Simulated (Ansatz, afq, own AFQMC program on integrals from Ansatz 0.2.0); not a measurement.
# AFQMC, coupled cluster and functionals along a coordinate of H₂ + F, doublet

```xyz
3

H     0.0000    0.0000   -0.9603
H     0.0000    0.0000   -0.2153
F     0.0000    0.0000    1.1757
```

A hydrogen atom is moved from one rigid fragment to the other; the H1–H2 distance tells how far. The two fragments are held close together, so this isn't a minimum-energy path and the start is a compressed complex. Energies in mEh count from this geometry (0.745 Å) at the same level; the start stands on UHF, each point on the determinant named.

Basis cc-pVTZ. Noble-gas cores (and the filled d shells of Ga–Kr and In–Xe) are frozen. Integrals, coupled cluster, full CI and functionals: Ansatz 0.2.0; the random walks run on the same integrals in our own AFQMC program. ph-AFQMC/CISD is guided by a CISD state made of CCSD amplitudes; releasing the constraint for a short imaginary time cuts its bias at the price of noise, slowly where states lie close. Error bars are statistical, one sigma.

Cautions, each for one point or more: unrestricted determinant slightly spin contaminated.

| r(H1–H2) / Å | det. | T1 | weight | ⟨S²⟩ | B3LYP | B2PLYP | CCSD(T) |
| --- | --- | --- | --- | --- | --- | --- | --- |
| 0.885 | UHF | 0.034 | 0.92 | 0.81 | -7.3 | -7.4 | -6.1 |
| 0.955 | UHF | 0.025 | 0.93 | 0.81 | -11.5 | -13.3 | -12.4 |
| 1.026 | UHF | 0.016 | 0.94 | 0.78 | -17.5 | -21.4 | -21.7 |
| 1.096 | UHF | 0.012 | 0.94 | 0.76 | -24.1 | -30.0 | -31.7 |
| 1.236 | UHF | 0.009 | 0.95 | 0.75 | -28.4 | -36.9 | -41.3 |

Question: Estimate the curve of CCSDT(Q), counted from the same start.

Answer: 
```json
{"r(H1–H2) / Å": "0.885", "det.": "UHF", "T1": "0.034", "weight": "0.92", "⟨S²⟩": "0.81", "CCSDT(Q)": "-6.3", "ph-AFQMC/CISD": "-6.2 ± 0.1"}
{"r(H1–H2) / Å": "0.955", "det.": "UHF", "T1": "0.025", "weight": "0.93", "⟨S²⟩": "0.81", "CCSDT(Q)": "-12.6", "ph-AFQMC/CISD": "-12.5 ± 0.1"}
{"r(H1–H2) / Å": "1.026", "det.": "UHF", "T1": "0.016", "weight": "0.94", "⟨S²⟩": "0.78", "CCSDT(Q)": "-21.7", "ph-AFQMC/CISD": "-21.7 ± 0.2"}
{"r(H1–H2) / Å": "1.096", "det.": "UHF", "T1": "0.012", "weight": "0.94", "⟨S²⟩": "0.76", "CCSDT(Q)": "-31.6", "ph-AFQMC/CISD": "-31.8 ± 0.1"}
{"r(H1–H2) / Å": "1.236", "det.": "UHF", "T1": "0.009", "weight": "0.95", "⟨S²⟩": "0.75", "CCSDT(Q)": "-41.0", "ph-AFQMC/CISD": "-41.4 ± 0.1"}
```

Weight is that of the determinant in the CISD state; at the start T1 is 0.030 and the weight 0.93, and ⟨S²⟩ is 0.77. Largest departures from CCSDT(Q), at the points where its series has closed: CCSD(T) -0.3 mEh at 1.236 (on UHF), ph-AFQMC/CISD -0.4 mEh at 1.236 (on UHF), B3LYP 12.7 mEh at 1.236, B2PLYP 4.1 mEh at 1.236. Functionals count only at points shown to share the start's state and spin.

A walk keeps the symmetry of its determinant, which the program's search chose and which needn't be the lowest solution, so a lower state of the same spin and another symmetry isn't excluded.
